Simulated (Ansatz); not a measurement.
A made-up structure of AlSiNH₅ (charge -1), singlet:

```xyz
8
angstrom
N -2.0676 0.5170 -0.9150
Al 0.8310 -0.7753 0.8228
Si -0.3760 0.7698 -0.7084
H -2.5957 1.1293 -1.5326
H 0.5431 1.7119 -1.2416
H 1.5404 -0.0984 1.9842
H 1.9721 -1.5476 0.1811
H 0.0156 -1.8636 1.5020
```

It is relaxed with PBE-D4/def2-SVPD and then PBE0-D4/def2-TZVPD (Ansatz 0.2.0). Atoms count as bonded within 1.22 times the sum of their covalent radii (H–H: 0.88 Å). The end point is not checked to be a true minimum.

(1) Does its bonding change? (Judge from chemistry; the calculation decides.)

## Answers

(1) By the calculation: No: no bond forms or breaks.

Where it ends: The first stage lowers the energy by 0.95 eV in 7 steps. It ends as AlSiNH₅ ([NH][SiH][AlH3]), total charge -1:
```xyz
8
angstrom
N -2.0484 0.5742 -0.9542
Al 0.8812 -0.8992 0.9343
Si -0.4598 0.5812 -0.5774
H -2.3432 1.2967 -1.6059
H 0.3309 1.6954 -1.2819
H 1.5301 0.1410 2.0091
H 2.0252 -1.5144 -0.0511
H -0.0531 -2.0318 1.6198
```

Labels in which every atom is bracketed show which atoms are joined, not bond orders.

For scale, one of the runs: PBE0-D4/def2-TZVPD relaxation, 168 basis functions, launched by `ansatz run in.yaml --threads 2 --pin off --events-out ev --progress --plain --max-ram 4352MiB`. The run took about 26 s on 2 CPU threads of an Arm Neoverse V1 (shared host).
